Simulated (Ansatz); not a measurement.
Input file:

```yaml
crystal:
  periodic: [false, false, false]
  atoms:
    - {symbol: Al, position_ang: [0.000000, 0.000000, 1.678704]}
    - {symbol: Mg, position_ang: [0.000000, 0.000000, -1.925661]}
    - {symbol: H, position_ang: [0.000000, 1.758033, 2.839572]}
    - {symbol: H, position_ang: [0.000000, -1.758033, 2.839572]}
    - {symbol: H, position_ang: [0.000000, 0.000000, -4.181857]}
basis:
  gaussian: {orbitals: 6-31G}
correlation: {method: fic_mrcisd_q_relaxed, electrons: outside_noble_gas, active_space: {window: {electrons: 2, orbitals: 6}, states: [{multiplicity: 1, weights: [0.5, 1]}], root: 0}}
```

```sh
$ ansatz run in.yaml --threads 1 --pin off --events-out ev --progress --plain --max-ram 2393MiB
```

Output:

```
657 factors; integrals over basis functions are off by at most 2.0e-7 eV
mean field evaluation 1: about -12054.7545 eV, gradient 9.6e0 eV
mean field evaluation 2: about -12054.7643 eV, gradient 9.6e0 eV
mean field evaluation 4: about -12055.9394 eV, gradient 1.2e0 eV
mean field evaluation 8: about -12055.9623 eV, gradient 3.0e-4 eV
mean field evaluation 16: about -12043.9582 eV, gradient 7.8e-1 eV
mean field evaluation 32: about -12043.9873 eV, gradient 1.0e0 eV
mean field -12055.96225308 eV, -443.0484409761 hartree, gradient 2.8e-6 eV, S^2 0.000000; 4 other end points of the search recorded, 0 dependent functions left out; unrestricted orbitals would lower it
reference -12055.96225308 eV, -443.0484409761 hartree; 14, 14 occupied and 18, 18 virtual orbitals, 657 factors
state -12056.45421392 eV, -443.0665202033 hartree
state -12053.36315545 eV, -442.9529258998 hartree
contracted CI cycle   1: correlation 0.00000000 eV, 0.0000000000 hartree, residual 8.16e0 eV
contracted CI cycle   2: correlation -2.20831557 eV, -0.0811541005 hartree, residual 2.23e0 eV
contracted CI cycle   3: correlation -2.41620635 eV, -0.0887939455 hartree, residual 7.59e-1 eV
contracted CI cycle   4: correlation -2.43700937 eV, -0.0895584426 hartree, residual 2.82e-1 eV
...
contracted CI cycle   5: correlation -2.96033313 eV, -0.1087902361 hartree, residual 2.28e-1 eV
contracted CI cycle   6: correlation -2.96333562 eV, -0.1089005753 hartree, residual 1.22e-1 eV
contracted CI cycle   7: correlation -2.96405970 eV, -0.1089271848 hartree, residual 5.15e-2 eV
contracted CI cycle   8: correlation -2.96417167 eV, -0.1089312998 hartree, residual 1.88e-2 eV
contracted CI cycle   9: correlation -2.96418613 eV, -0.1089318312 hartree, residual 6.76e-3 eV
contracted CI cycle  10: correlation -2.96418834 eV, -0.1089319122 hartree, residual 2.81e-3 eV
contracted CI cycle  11: correlation -2.96418874 eV, -0.1089319269 hartree, residual 1.23e-3 eV
contracted CI cycle  12: correlation -2.96418882 eV, -0.1089319299 hartree, residual 5.84e-4 eV
contracted CI cycle  13: correlation -2.96418884 eV, -0.1089319306 hartree, residual 3.05e-4 eV
contracted CI cycle  14: correlation -2.96418884 eV, -0.1089319308 hartree, residual 1.39e-4 eV
state -12053.36315545 eV, -442.9529258998 hartree; corrected -12056.96674354 eV, -443.0853553197 hartree
Total energy: -12059.21553933 eV, -443.1679970404 hartree
```

Natural occupations, averaged over the states: 1.2544 0.6565 0.0739 0.0115 0.0021 0.0016.

Ran on 1 thread of Arm Neoverse V1, shared host: 3 s wall, 0.16 GiB peak host memory.
